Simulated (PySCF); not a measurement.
Basis-set dependence of population analyses: `N[SiH2]O`

H5NOSi.
Bonds: N1–Si2, Si2–O3. Hydrogens: H4, H5 on N1; H6, H7 on Si2; H8 on O3.

PBE0 throughout (PySCF), one geometry, spherical d and f functions. One conformer (not necessarily the lowest) at the PBE0-D3(BJ)/def2-SVP geometry, without solvent, vibrations or thermal averaging. Atoms taken as equivalent share a column and are averaged.

Mulliken charges (e):

```json
{"basis": "STO-3G", "functions": "24", "N1": "-0.611", "Si2": "+0.814", "O3": "-0.443", "H4/H5": "+0.168", "H6/H7": "-0.140", "H8": "+0.183"}
{"basis": "6-31G", "functions": "41", "N1": "-1.030", "Si2": "+1.005", "O3": "-0.792", "H4/H5": "+0.345", "H6/H7": "-0.138", "H8": "+0.403"}
{"basis": "pcSseg-0", "functions": "41", "N1": "-1.086", "Si2": "+1.131", "O3": "-0.829", "H4/H5": "+0.329", "H6/H7": "-0.127", "H8": "+0.380"}
{"basis": "6-31G*", "functions": "56", "N1": "-0.936", "Si2": "+0.742", "O3": "-0.736", "H4/H5": "+0.356", "H6/H7": "-0.109", "H8": "+0.435"}
{"basis": "cc-pVDZ", "functions": "71", "N1": "-0.318", "Si2": "+0.497", "O3": "-0.360", "H4/H5": "+0.111", "H6/H7": "-0.103", "H8": "+0.164"}
{"basis": "def2-SVP", "functions": "71", "N1": "-0.435", "Si2": "+0.641", "O3": "-0.418", "H4/H5": "+0.141", "H6/H7": "-0.128", "H8": "+0.187"}
{"basis": "aug-cc-pVDZ", "functions": "118", "N1": "-0.306", "Si2": "+0.552", "O3": "-0.685", "H4/H5": "-0.022", "H6/H7": "+0.181", "H8": "+0.121"}
{"basis": "6-311+G(2d,p)", "functions": "119", "N1": "-0.866", "Si2": "+0.991", "O3": "-0.682", "H4/H5": "+0.233", "H6/H7": "-0.091", "H8": "+0.273"}
{"basis": "def2-TZVP", "functions": "129", "N1": "-0.649", "Si2": "+0.486", "O3": "-0.531", "H4/H5": "+0.245", "H6/H7": "-0.057", "H8": "+0.319"}
{"basis": "IGLO-III", "functions": "164", "N1": "-0.682", "Si2": "+1.076", "O3": "-0.646", "H4/H5": "+0.191", "H6/H7": "-0.195", "H8": "+0.260"}
{"basis": "cc-pVTZ", "functions": "164", "N1": "-0.365", "Si2": "+0.391", "O3": "-0.365", "H4/H5": "+0.150", "H6/H7": "-0.077", "H8": "+0.195"}
```

IAO charges (e):

```
        basis  functions      N1     Si2      O3   H4/H5   H6/H7      H8
       STO-3G         24  -0.716  +0.968  -0.590  +0.196  -0.143  +0.233
        6-31G         41  -0.832  +0.929  -0.754  +0.275  -0.121  +0.350
     pcSseg-0         41  -0.808  +0.952  -0.736  +0.259  -0.130  +0.335
       6-31G*         56  -0.850  +1.063  -0.780  +0.268  -0.161  +0.352
      cc-pVDZ         71  -0.841  +1.055  -0.778  +0.266  -0.161  +0.354
     def2-SVP         71  -0.834  +1.071  -0.774  +0.262  -0.168  +0.350
  aug-cc-pVDZ        118  -0.874  +1.065  -0.803  +0.279  -0.156  +0.367
6-311+G(2d,p)        119  -0.885  +1.099  -0.811  +0.280  -0.165  +0.368
    def2-TZVP        129  -0.883  +1.113  -0.810  +0.278  -0.170  +0.366
     IGLO-III        164  -0.887  +1.109  -0.814  +0.280  -0.168  +0.368
      cc-pVTZ        164  -0.876  +1.099  -0.806  +0.276  -0.167  +0.365
```

Problem. Which scheme is steadiest as the basis changes?

Solution. Largest range over the bases for any column: IAO 0.22 e, Mulliken 0.78 e. IAO charges move least and Mulliken charges most, counted in e. Without the minimal STO-3G basis the ranges are IAO 0.18, Mulliken 0.78 e.

Problem. What do the same runs give for the total energy, the frontier levels and the dipole moment?

Solution. 
| basis | energy (Eh) | HOMO (eV) | LUMO (eV) | μ (D) |
| --- | --- | --- | --- | --- |
| STO-3G | -417.0869 | -3.59 | 7.95 | 1.59 |
| 6-31G | -422.1510 | -7.36 | 1.42 | 2.88 |
| pcSseg-0 | -421.5934 | -7.37 | 1.64 | 2.78 |
| 6-31G* | -422.2364 | -7.29 | 1.60 | 2.57 |
| cc-pVDZ | -422.2639 | -7.27 | 1.46 | 2.42 |
| def2-SVP | -422.0749 | -7.35 | 1.47 | 2.48 |
| aug-cc-pVDZ | -422.2876 | -7.61 | -0.29 | 2.18 |
| 6-311+G(2d,p) | -422.3334 | -7.65 | -0.08 | 2.32 |
| def2-TZVP | -422.3482 | -7.60 | 0.69 | 2.35 |
| IGLO-III | -422.3528 | -7.61 | 0.45 | 2.24 |
| cc-pVTZ | -422.3428 | -7.52 | 0.86 | 2.31 |

The dipole is fixed by the density alone, so its range of 1.29 D shows that the density itself changes with the basis, not only its division among atoms.
